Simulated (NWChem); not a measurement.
**One shape, several levels: C4H6O2 (methyl acrylate)**

Wanted: a comparison of 6 runs (revPBE/6-31G*, BLYP/6-31G*, PBE/6-31G*, SVWN5/6-31G*, TPSS/6-31G*, CCSD(T)/6-31G*) of C4H6O2 (methyl acrylate). 

Program for the calculation: NWChem 7.3.0.

### 1 The system as given

The species is C4H6O2 (12 atoms), meant as a singlet with charge 0. As SMILES, `C=CC(=O)OC`. One bond was lengthened or shortened from a relaxed shape.

Bond lengths: C1–C2 1.325 Å, C2–C3 1.478 Å, C3–O4 1.384 Å, C3–O5 1.341 Å, O5–C6 1.423 Å, C1–H7 1.084 Å, C1–H8 1.083 Å, C2–H9 1.084 Å, C6–H10 1.091 Å, C6–H11 1.088 Å, C6–H12 1.091 Å. Some angles: C1–C2–C3 120.5°, C2–C3–O4 125.8°, C2–C3–O5 110.7°, O4–C3–O5 123.5°, C3–O5–C6 115.1°, C1–C2–H9 122.5°, C3–C2–H9 117.0°, C2–C1–H7 120.1°, C2–C1–H8 121.6°, O5–C6–H10 110.6°.

### 2 A single-point energy at revPBE/6-31G(d) (spherical functions) (run 1)

File mol.nw:

```
start mol
title "C4H6O2 revPBE"
memory total 2200 mb
charge 0

geometry units angstroms noautosym nocenter noautoz
  C    -2.122274    1.315277    0.123283
  C    -0.831874    1.210377    0.407483
  C    -0.066174    0.015277   -0.005817
  O    -0.573100   -1.071600   -0.696400
  O     1.213726    0.116077    0.380783
  C     2.039126   -0.988023    0.029783
  H    -2.626374    0.521177   -0.416517
  H    -2.699474    2.183177    0.417783
  H    -0.289974    1.979977    0.944683
  H     2.064426   -1.119423   -1.053017
  H     3.031026   -0.751523    0.408383
  H     1.665226   -1.906623    0.484583
end

basis "ao basis" spherical bse
  * library 6-31G*
end

dft
  xc revpbe cpbe96
  grid fine
  convergence energy 1e-08
  maxiter 100
  mulliken
  print low
end

task dft energy
```

On the command line:

```bash
$ nwchem mol.nw > mol.out
```

Standard output:

```text
[...]
 d= 0,ls=0.0,diis     1   -306.1419780929 -5.30D+02  3.70D-02  1.63D+00     2.8
[...]
 d= 0,ls=0.5,diis    48   -306.3471523206 -9.21D-09  1.22D-06  1.08D-08   113.9
         Total DFT energy =     -306.347152326648
      One electron energy =     -859.415013815117
           Coulomb energy =      370.422212521288
    Exchange-Corr. energy =      -40.924920112209
 Nuclear repulsion energy =      223.570569079391
[...]
      Total Density - Mulliken Population Analysis
     ---------------------------------------------
    Atom       Charge   Shell Charges
 -----------   ------   -------------------------------------------------------
    1 C    6     6.31   2.00  0.70  2.05  0.61  0.93  0.03
    2 C    6     6.14   2.00  0.69  2.08  0.53  0.82  0.03
    3 C    6     5.46   2.00  0.71  1.88  0.33  0.45  0.10
    4 O    8     8.51   2.00  0.94  2.76  1.03  1.77  0.02
    5 O    8     8.39   2.00  0.92  2.90  0.95  1.59  0.03
    6 C    6     6.26   2.00  0.69  2.08  0.59  0.85  0.05
    7 H    1     0.81   0.53  0.28
    8 H    1     0.84   0.53  0.30
    9 H    1     0.84   0.53  0.30
   10 H    1     0.81   0.53  0.28
[...]
```

It took 1.9 min on 1 thread of Intel Xeon Platinum 8488C (Sapphire Rapids), shared host; peak memory 0.12 GiB.

### 3 The energy at BLYP/6-31G(d) (spherical functions) (run 2)

File job.nw:

```
start job
title "C4H6O2"
memory total 2200 mb

geometry units angstrom noautosym nocenter noautoz
 C    -2.122274    1.315277    0.123283
 C    -0.831874    1.210377    0.407483
 C    -0.066174    0.015277   -0.005817
 O    -0.573100   -1.071600   -0.696400
 O     1.213726    0.116077    0.380783
 C     2.039126   -0.988023    0.029783
 H    -2.626374    0.521177   -0.416517
 H    -2.699474    2.183177    0.417783
 H    -0.289974    1.979977    0.944683
 H     2.064426   -1.119423   -1.053017
 H     3.031026   -0.751523    0.408383
 H     1.665226   -1.906623    0.484583
end

basis spherical bse
 * library 6-31G*
end

dft
 xc becke88 lyp
 grid fine
 convergence energy 1e-08
 maxiter 100
 mulliken
 noprint "final vectors analysis"
end

task dft energy
```

On the command line:

```bash
$ nwchem job.nw > job.out
```

Standard output:

```text
[...]
          Wavefunction type:  closed shell.
          No. of atoms     :    12
          No. of electrons :    46
[...]
          Charge           :     0
          Spin multiplicity:     1
[...]
          AO basis - number of functions:    96
[...]
              XC Information
              --------------
                    Becke 1988 Exchange Functional  1.000
              Lee-Yang-Parr Correlation Functional  1.000
[...]
 d= 0,ls=0.0,diis     1   -306.1250581837 -5.30D+02  3.72D-02  1.68D+00     2.9
[...]
 d= 0,ls=0.5,diis    47   -306.3359242139 -9.47D-09  1.25D-06  1.09D-08   103.7
         Total DFT energy =     -306.335924220119
      One electron energy =     -859.531129122705
           Coulomb energy =      370.558911209293
    Exchange-Corr. energy =      -40.934275386099
 Nuclear repulsion energy =      223.570569079391
[...]
      Total Density - Mulliken Population Analysis
     ---------------------------------------------
    Atom       Charge   Shell Charges
 -----------   ------   -------------------------------------------------------
    1 C    6     6.26   2.00  0.70  2.07  0.58  0.89  0.03
    2 C    6     6.08   2.00  0.70  2.10  0.50  0.76  0.03
    3 C    6     5.51   2.00  0.71  1.90  0.34  0.47  0.10
    4 O    8     8.49   2.00  0.94  2.78  1.01  1.75  0.02
    5 O    8     8.36   2.00  0.92  2.92  0.93  1.56  0.03
    6 C    6     6.19   2.00  0.69  2.10  0.55  0.80  0.05
    7 H    1     0.84   0.53  0.31
    8 H    1     0.87   0.53  0.33
    9 H    1     0.87   0.53  0.34
   10 H    1     0.84   0.53  0.31
[...]
```

It took 1.8 min on 1 thread of Intel Xeon Platinum 8488C (Sapphire Rapids), shared host; peak memory 0.12 GiB.

Runs 3 to 4 aren't shown in full; the table further down has their settings and results.

### 4 The energy at TPSS/6-31G(d) (spherical functions) (run 5)

File c4h6o2.nw:

```
start c4h6o2
title "C4H6O2"
memory 2200 mb
geometry noautosym nocenter noautoz
 C       -2.122274       1.315277       0.123283
 C       -0.831874       1.210377       0.407483
 C       -0.066174       0.015277      -0.005817
 O       -0.573100      -1.071600      -0.696400
 O        1.213726       0.116077       0.380783
 C        2.039126      -0.988023       0.029783
 H       -2.626374       0.521177      -0.416517
 H       -2.699474       2.183177       0.417783
 H       -0.289974       1.979977       0.944683
 H        2.064426      -1.119423      -1.053017
 H        3.031026      -0.751523       0.408383
 H        1.665226      -1.906623       0.484583
end
basis spherical bse
 * library 6-31G*
end
dft
 xc xtpss03 ctpss03
 grid fine
 convergence energy 1e-08
 iterations 100
 mulliken
end
task dft energy
```

On the command line:

```bash
$ nwchem c4h6o2.nw > c4h6o2.out
```

Standard output:

```text
[...]
          Wavefunction type:  closed shell.
          No. of atoms     :    12
          No. of electrons :    46
[...]
          Charge           :     0
          Spin multiplicity:     1
[...]
          AO basis - number of functions:    96
[...]
              XC Information
              --------------
                  TPSS metaGGA Exchange Functional  1.000
             TPSS03 metaGGA Correlation Functional  1.000
[...]
 d= 0,ls=0.0,diis     1   -306.2858872939 -5.30D+02  3.57D-02  1.48D+00     2.9
[...]
 d= 0,ls=0.5,diis    28   -306.4841457987 -8.41D-09  6.58D-07  6.14D-08    74.7
         Total DFT energy =     -306.484145803808
      One electron energy =     -859.458591874973
           Coulomb energy =      370.488812058808
    Exchange-Corr. energy =      -41.084935067035
 Nuclear repulsion energy =      223.570569079391
[...]
      Total Density - Mulliken Population Analysis
     ---------------------------------------------
    Atom       Charge   Shell Charges
 -----------   ------   -------------------------------------------------------
    1 C    6     6.32   2.00  0.70  2.04  0.61  0.94  0.03
    2 C    6     6.14   2.00  0.69  2.07  0.53  0.82  0.03
    3 C    6     5.45   2.00  0.71  1.87  0.33  0.45  0.10
    4 O    8     8.52   2.00  0.94  2.76  1.03  1.78  0.02
    5 O    8     8.41   2.00  0.92  2.91  0.95  1.60  0.03
    6 C    6     6.24   2.00  0.68  2.07  0.59  0.85  0.06
    7 H    1     0.80   0.53  0.27
    8 H    1     0.83   0.54  0.30
    9 H    1     0.83   0.54  0.29
   10 H    1     0.81   0.54  0.28
[...]
```

Wall time 78 s (1 thread of Intel Xeon Platinum 8488C (Sapphire Rapids), shared host); peak memory 0.12 GiB.

### 5 The energy at CCSD(T)/6-31G(d) (spherical functions) (run 6)

File c4h6o2.nw:

```
start c4h6o2
memory 2200 mb

geometry units angstrom noautosym nocenter noautoz
  C       -2.122274       1.315277       0.123283
  C       -0.831874       1.210377       0.407483
  C       -0.066174       0.015277      -0.005817
  O       -0.573100      -1.071600      -0.696400
  O        1.213726       0.116077       0.380783
  C        2.039126      -0.988023       0.029783
  H       -2.626374       0.521177      -0.416517
  H       -2.699474       2.183177       0.417783
  H       -0.289974       1.979977       0.944683
  H        2.064426      -1.119423      -1.053017
  H        3.031026      -0.751523       0.408383
  H        1.665226      -1.906623       0.484583
end

basis spherical bse
  * library 6-31G*
end

scf
  thresh 1e-08
  maxiter 80
  print low
end

ccsd
  freeze core 6
  maxiter 60
end

task ccsd(t) energy
```

On the command line:

```bash
$ nwchem c4h6o2.nw > c4h6o2.out
```

Standard output:

```text
[...]
  functions       =    96
[...]
  wavefunction    = RHF
[...]
         Total SCF energy =   -304.632438604796
      One-electron energy =   -858.630947507895
      Two-electron energy =    330.427939823708
 Nuclear repulsion energy =    223.570569079391
        Time for solution =     20.7s
[...]
 Total MP2 energy:           -305.496047050267975
[...]
             energy      energy      error      ampl     ampl      Block
                                                time     time      time
[...]
 Total CCSD energy:           -305.534212923671475
[...]
 Total CCSD+T(CCSD) energy:           -305.571344032351078
[...]
 Total CCSD(T) energy:                -305.567235112500725
[...]
```

Wall time 5.1 min (1 thread of Intel Xeon Platinum 8488C (Sapphire Rapids), shared host); peak memory 0.36 GiB.

### 6 Overview of the runs

| run | level | integration grid | iteration cap | energy (Eh) | wall time |
| --- | --- | --- | --- | --- | --- |
| 1 | revPBE/6-31G* (spherical functions) | fine | 100 | -306.347152 | 1.9 min |
| 2 | BLYP/6-31G* (spherical functions) | fine | 100 | -306.335924 | 1.8 min |
| 3 | PBE/6-31G* (spherical functions) | fine | 100 | -306.071161 | 2.1 min |
| 4 | SVWN5/6-31G* (spherical functions) | fine | 100 | -303.904489 | 74 s |
| 5 | TPSS/6-31G* (spherical functions) | fine | 100 | -306.484146 | 78 s |
| 6 | CCSD(T)/6-31G* (spherical functions) | – | 80 | -305.567235 | 5.1 min |

### 7 What came out

| quantity | value |
| --- | --- |
| run 6: total energy | -305.56724 Eh |
| run 6: correlation energy (6 core orbitals frozen) | -934.8 mEh |
| run 6: (T) correction | -33.02 mEh |

Over runs 2, 3, 4, 5 the dipole moment (its size) runs from 2.16 D (PBE/6-31G*) to 2.19 D (TPSS/6-31G*). Over runs 3, 4, 5 the HOMO–LUMO gap runs from 3.13 eV (SVWN5/6-31G*) to 3.39 eV (TPSS/6-31G*). Totals of different functionals can't be ranked against each other. All runs together took 13 min, the longest 5.1 min.
